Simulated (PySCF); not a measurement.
**Mayer bond orders and bond lengths**

Species: C2Cl4.
Numbering: `[Cl:1][C:2]([Cl:3])=[C:4]([Cl:5])[Cl:6]`

Geometry (PBE0-D3(BJ)/def2-SVP, Å), atoms numbered from 1 in this order:
```
atom  x, y, z in Å
Cl1   -1.5306    0.4621    1.4046
C2    -0.0342    0.2766    0.5944
Cl3    1.3411    0.8741    1.4196
C4     0.0553   -0.3064   -0.6195
Cl5    1.5528   -0.4971   -1.4266
Cl6   -1.3211   -0.9055   -1.4418
```

Bond orders from the PBE0/pcSseg-1 density (PySCF). Isolated species at its PBE0-D3(BJ)/def2-SVP geometry, gas phase.

**Question.** Where do the orders between heavy atoms depart from those drawn in the SMILES?

**Answer.** The largest departure is 0.458, at C2–C4 (drawn double, 1.542). Drawn double or triple, more than 0.30 short of the drawn order: C2–C4 (1.542).

**Question.** Give the Mayer order of every bond, beside its length.

**Answer.** 
```
  bond  drawn as  length (Å)  Mayer order
Cl1–C2    single       1.712        1.115
C2–Cl3    single       1.712        1.115
 C2–C4    double       1.350        1.542
C4–Cl5    single       1.712        1.115
C4–Cl6    single       1.712        1.115
```

**Question.** Sum the orders of all bonds at each heavy atom with more than one neighbour and set the sums beside the valence in the SMILES.

**Answer.** C2 3.772 (drawn 4), C4 3.772 (drawn 4). Orders between atoms that aren't bonded are not in these sums.

For a closed shell the Mayer order of atoms A and B is Σ (PS)μν (PS)νμ over the basis functions μ on A and ν on B, with P the density and S the overlap matrix.
